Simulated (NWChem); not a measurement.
# Basis-set convergence for methanethiol (CH₄S)

SMILES: CS
```xyz
6

C      1.0546     0.4794     0.0000
S     -0.5765    -0.3455     0.0000
H      1.2086     1.0963     0.9067
H      1.8077    -0.3318     0.0000
H      1.2086     1.0963    -0.9067
H     -1.3282     0.7906     0.0000
```
Charge 0, spin multiplicity 1.

Everything below was run with NWChem. The geometry was optimised at PBE/def2-SVP, a minimum by its harmonic frequencies.

Quantity: vertical ionisation energy at the level ΔCCSD(T) (Δ: difference of total energies, the cation a doublet at the parent's geometry with its hole in an orbital of symmetry a" (Cs labels); it is the state that the SCF runs reached, from PBE0 orbitals for Hartree-Fock references, and need not be the lowest).

The correlated methods keep 6 core orbitals frozen. The Pople sets run with spherical d functions. The stability of the SCF solutions was not checked. Open-shell Hartree-Fock references start from PBE0 orbitals; any time given for them includes that run.

The cost column gives rough processor time relative to STO-3G; each entry includes its own SCF.

| basis | functions | vertical ionisation energy (eV) | relative cost |
|---|---|---|---|
| STO-3G | 18 | 6.04 | 1 |
| 6-31+G* | 48 | 8.99 | under 3 |
| 6-311G** | 68 | 9.09 | 6 |
| aug-pcseg-1 | 86 | 9.20 | 10 |
| aug-cc-pVDZ | 86 | 9.28 | 10 |

Smallest basis within 0.1 eV of aug-cc-pVDZ, the largest set run: aug-pcseg-1, with 86 functions against 86. aug-cc-pVDZ isn't the basis-set limit itself, and a small set can land close by cancellation.
